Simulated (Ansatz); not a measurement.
C₂H₆OS, SMILES CSCO, a ranking of conformers

Program: Ansatz's Python interface.

`c2h6os.py`:
```python
'''Rank force-field conformers of C2H6OS by single points.'''

import ansatz as az
from rdkit import Chem
from rdkit.Chem import AllChem


def main() -> None:
    rd = Chem.AddHs(Chem.MolFromSmiles('CSCO'))
    ids = list(AllChem.EmbedMultipleConfs(rd, numConfs=20, randomSeed=399, pruneRmsThresh=0.4))
    field = [energy for _, energy in AllChem.MMFFOptimizeMoleculeConfs(rd)]
    distinct = {round(e, 2): i for i, e in zip(ids, field)}
    chosen = sorted(distinct.items())[:5]
    found = []
    for force_field, index in chosen:
        mol = az.Crystal.molecule()
        for atom, xyz in zip(rd.GetAtoms(), rd.GetConformer(index).GetPositions()):
            mol = mol.atom(atom.GetSymbol(), xyz.round(5).tolist())
        setup = (
            mol.calculation()
            .basis(gaussian='cc-pVDZ')
            .functional('HF')
        )
        found.append(setup.run().report['free_energy_ev'])
    print('conformer   MMFF (kcal/mol)   this level (eV)')
    for (force_field, index), e in zip(chosen, found):
        print(f'{index:9d} {force_field - chosen[0][0]:17.2f} {(e - min(found)):17.3f}')


if __name__ == '__main__':
    main()
```

Output of `python c2h6os.py`:
```text
conformer   MMFF (kcal/mol)   this level (eV)
        2              0.00             0.000
        0              5.19             0.233
```

The conformers keep their force-field geometries. The whole script took 3 s on 1 thread of Arm Neoverse V1, on a shared host, peak memory 0.26 GiB.
